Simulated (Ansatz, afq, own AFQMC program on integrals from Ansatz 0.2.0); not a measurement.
**AlH₄, doublet, reference energies and how methods fare**

```xyz
5

Al   -0.0599    0.0001   -0.1328
H     0.4487    0.0018    1.9858
H    -0.3171   -0.0089    1.9564
H     0.7333    1.3833   -0.1888
H     0.7376   -1.3801   -0.1993
```

Geometry: a PBE0/def2-TZVP stationary point, not shown to be a minimum. Basis cc-pVTZ. Only valence electrons are correlated. Ansatz 0.2.0 and our own AFQMC program on the same integrals; the CISD trial comes from CCSD amplitudes, and released means the phaseless constraint is let go. Error bars are statistical, one sigma.

Best estimates are CCSD(T) at the basis-set limit (def2-TZVPP/QZVPP) plus the step from CCSD(T) to the highest rung at hand in cc-pVTZ, named in the table (released AFQMC can keep some 10 meV of bias). No zero-point, core-correlation or spin–orbit terms. Other levels are in cc-pVTZ; a dash marks a level that is missing or breaks spin symmetry for a member.

Cautions: AlH₄⁺ (triplet): lower spins were not checked, unrestricted determinant slightly spin contaminated (⟨S²⟩ 2.07 against 2.00), the released energies are still falling, so no released level is given (meV from the phaseless value at times in 1/Eh: -5.7 ± 2.2 at 0.24, -10.2 ± 2.2 at 0.51, -13.6 ± 2.3 at 0.99, -15.1 ± 1.8 at 1.62, -17.3 ± 1.8 at 2.40), its ph-AFQMC/CISD value lies 22.0 ± 1.9 meV above CCSDT(Q); row 1: this needn't be the first ionization.

```json
{"process": "to charge +1, triplet (vertical)", "best estimate (eV)": "10.95", "highest rung": "CCSDT(Q)"}
{"process": "to free atoms", "best estimate (eV)": "10.30", "highest rung": "CCSDT(Q)"}
```

Errors against the best estimates in eV, the processes numbered in the order above:

```
        level       error, 1       error, 2
          MP2          -0.04          -0.58
      CCSD(T)          -0.06          -0.24
ph-AFQMC/CISD  -0.04 ± 0.003  -0.24 ± 0.003
  CCSD(T)/CBS           0.00           0.00
          PBE          -0.34          -0.37
       r2SCAN          -0.29           0.02
         PBE0          -0.20          -0.36
        B3LYP          -0.15          -0.05
      wB97M-V          -0.08          -0.14
       B2PLYP          -0.17          -0.21
```

Cost at the first geometry (cards were shared with other jobs): PBE0/cc-pVTZ, 1.2 s on 1 thread of AMD EPYC 7R13 Processor (Zen 3) (shared host); UCCSD(T)/cc-pVTZ, 16 s on 1 × NVIDIA H100 80GB HBM3 with 1 thread of AMD EPYC 7R13 Processor (Zen 3), on a shared host; CCSD(T)/def2-QZVPP, 17 s on 1 × NVIDIA H100 80GB HBM3 with 1 thread of AMD EPYC 7R13 Processor (Zen 3), with other jobs on the host; CCSDT(Q), 20 s on 1 × NVIDIA H100 80GB HBM3 with 1 thread of AMD EPYC 7R13 Processor (Zen 3), with other jobs on the host; ph-AFQMC/CISD with release, 29 s on 1 × NVIDIA H100 80GB HBM3 with 2 threads of AMD EPYC 7R13 Processor (Zen 3), on a shared host.

Best estimates are given only where the step beyond CCSD(T) is under 0.3 eV and no member's determinant is very poor (T1 over 0.05, or 0.07 for open shells, ⟨S²⟩ too high by 0.3, two states mixed), so the hardest cases are missing from such tables.

The functionals ran in a triple-zeta set and keep a basis error of their own, a few kJ/mol for each bond in atomization energies and more for double hybrids, so close places among them and the extrapolated levels can swap.

CCSDT and higher add their correlation energy to the determinant of the CCSD(T) run, since their own runs factorise the integrals more tightly (a shift of under 2 meV). Each member of a difference takes its own highest rung, so a best estimate needn't equal the limit plus the step of one row.
